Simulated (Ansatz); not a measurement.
Program: Ansatz. Geometries: PBE0-D4/def2-TZVP. ΔE: electronic, gas phase. CBS: MP2 limit from def2 TZ/QZ plus the TZ coupled-cluster correction, frozen cores. This one scheme is used for every species. DFT in def2-TZVPP. One conformer a species, not always the lowest.

Reaction (hydrogenolysis of a C–C bond): `C=CC(C)(F)S` + H₂ → `CC(F)S` + `C=C`

`C=CC(C)(F)S`:

Cartesian coordinates in Å:
```
C 1.120 -0.478 1.607
C 0.785 -0.431 0.327
C -0.533 0.054 -0.182
C -0.395 1.194 -1.171
F -1.299 0.505 0.878
S -1.411 -1.304 -1.023
H 2.093 -0.843 1.912
H 0.436 -0.155 2.382
H 1.473 -0.757 -0.446
H 0.049 2.049 -0.659
H -1.374 1.479 -1.557
H 0.247 0.905 -2.003
H -1.191 -2.219 -0.066
```

H₂:

Z-matrix (Å, degrees):
```
H
H 1 0.746
```

`CC(F)S`:

Z-matrix (Å, degrees):
```
C
C 1 1.506
H 1 1.090 2 110.4
H 1 1.092 2 110.3 3 120.3
H 1 1.092 2 109.7 3 -120.3
F 2 1.384 1 108.6 3 176.4
S 2 1.800 1 114.3 3 -59.2
H 2 1.094 1 111.4 3 58.9
H 7 1.344 2 96.1 1 -45.3
```

`C=C`:

```xyz
6

C     0.491   -0.120    0.426
C    -0.491    0.120   -0.426
H     1.467    0.340    0.315
H     0.361   -0.787    1.272
H    -1.467   -0.340   -0.315
H    -0.361    0.787   -1.272
```

```tsv
level	ΔE (kcal/mol)
PBE-D4	-7.8
HF/def2-QZVPP	-16.2
```

What does CCSD(T)/CBS give? (Best estimate.)

Ansatz gave: -8.5 kcal/mol. The listed levels differ from it by 0.7, -7.7 kcal/mol.

Largest T1 diagnostic among the species: 0.011.

The D4 term adds +3.7 kcal/mol with B3LYP and +2.0 kcal/mol with PBE0; it sums over pairs of atoms, weighted by their polarisabilities, and B3LYP, whose exchange is more repulsive, gets the larger term. In def2-TZVPP, CCSD(T) changes the Hartree–Fock value by +7.4 kcal/mol (the triples alone add +1.6 kcal/mol) and MP2 by +9.5 kcal/mol.

B3LYP here is the variant with VWN-RPA as its local correlation; programs differ in this.
